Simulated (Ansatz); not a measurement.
Ansatz (an electronic-structure program) input (HF/3-21G): The .json file is the Basis Set Exchange's 3-21G.

Ansatz 0.2 input:
```yaml
crystal:
  periodic: [false, false, false]
  atoms:
    - {symbol: Be, position_ang: [-0.00000000, -0.00000000, -0.27127940]}
    - {symbol: H, position_ang: [0.00000000, 0.00000000, 1.08511760]}
basis:
  gaussian:
    orbitals: 3-21G.json
hamiltonian:
  xc: {name: HF}
magnetization: {spin_polarized: true, initial_magnetization: 1}
phonons: {temperatures: {t_min: 298.15, t_max: 298.15, t_step: 100}}
```

### Question
Which harmonic wavenumbers does it give?

### Answer
2120 cm⁻¹ (unscaled; negative means imaginary).
